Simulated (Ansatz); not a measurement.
Rutile SnO2 was calculated with RPBE (Ansatz, a quantum-chemistry and plane-wave program, plane waves, PAW).

Settings: plane-wave cutoff 520 eV, 8×8×10 k mesh (along the axes of the cell as run), Fermi–Dirac smearing 0.01 eV, scalar-relativistic PAW data made under PBE.

A third-order Birch–Murnaghan fit to the energies gives V0 = 12.881 Å³/atom, B0 = 151 GPa, B′ = 6.0.

```csv
V (Å³/atom),P (GPa)
12.365,(withheld)
12.623,(withheld)
12.880,0.01
13.138,(withheld)
13.396,(withheld)
```

Estimate the withheld pressures from this fit; the answers are the runs' own values.


- 12.365, P (GPa): 6.97
- 12.623, P (GPa): 3.26
- 13.138, P (GPa): -2.82
- 13.396, P (GPa): -5.25

The formula P = (3/2) B0 (x^(7/3) − x^(5/3)) [1 + (3/4)(B′ − 4)(x^(2/3) − 1)] with x = V0/V meets the computed pressures within 0.02 GPa when these rounded values are put in.

Shape and atoms are relaxed at each volume.

Measured, for comparison: bulk modulus 212 GPa (temperature not stated, not corrected to a static lattice, from measured elastic constants; as tabulated in Toher et al. (2017), arXiv:1611.05714). Computed (rounded) less measured: bulk modulus -29 %.

Note: the bulk modulus comes from volumes at which shape and atoms were relaxed.

Spin–orbit coupling is not included.

Computed values are for the static lattice.

Cost on a shared machine: very roughly 7 core-minutes.
